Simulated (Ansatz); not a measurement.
## Cohesive energy of some cubic bcc solids

Method: r²SCAN in Ansatz (PAW). References are measured values corrected to a static lattice. The table is a random draw of 6 from 11 solids with such references.

Values in eV/atom.

| solid | reference | r²SCAN | error (eV/atom) |
|---|---|---|---|
| antiferromagnetic bcc Cr | 4.15 | 3.49 | -0.66 |
| bcc V | 5.34 | 4.67 | -0.67 |
| bcc Li | 1.67 | 1.58 | -0.09 |
| bcc Nb | 7.6 (7.47–7.60) | 6.43 | -1.17 |
| bcc Rb | 0.86 | 0.75 | -0.11 |
| bcc Cs | 0.81 | 0.68 | -0.13 |

Over these 6 solids the mean error is -0.47 eV/atom, the mean absolute error 0.47 eV/atom (median 0.40 eV/atom), and the worst case bcc Nb at -1.17 eV/atom; the value is below the reference in 6 of 6 cases. Over all 11, from unrounded values, the mean error is -0.34 eV/atom and the mean absolute error 0.42 eV/atom (median 0.13 eV/atom).

All these references are brought to a static lattice.

Spin–orbit coupling is left out, also for the solids with elements from indium on (bcc Cs); its size isn't shown.

Brackets give the range of the sources taken for a reference, where it is wide; it can hold other temperatures.

Differences are worked out from the printed values.

Free atoms are spin-polarised, in the lowest state found; at levels without +SOC their spin–orbit coupling is left out. Each level is taken at its own relaxed cell. Caveats: the commensurate order stands in for chromium's spin-density wave, and the size of the moments varies much between levels (antiferromagnetic bcc Cr). Ansatz's density-functional and Hartree–Fock values are scalar-relativistic unless marked +SOC, with PAW data made under PBE.

Ansatz's runs of these crystals have no spin polarisation, but for antiferromagnetic bcc Cr. Meta-GGAs and exact exchange favour moments, which can bear on antiferromagnetic bcc Cr, bcc V.

Density-functional runs with spin start from opposed moments for antiferromagnetic bcc Cr.

Not in this set, of the bcc solids with a reference value in our tables and a result at some level: 2 for the spin–orbit terms of free Br, In, Sn, Te, I and atoms past barium, a cut that leaves lighter open-shell atoms' terms in the errors. These can be a level's best or worst cases. Solids without a released value at any level aren't counted. Layered and molecular crystals are counted apart. The metals Ce to Yb are counted apart.

References as tabulated in Mejia-Rodriguez and Trickey (2018), arXiv:1807.09216; Jana et al. (2018), arXiv:1807.00350; Csonka et al. (2009), arXiv:0903.4037.

Ansatz is a first-principles code.
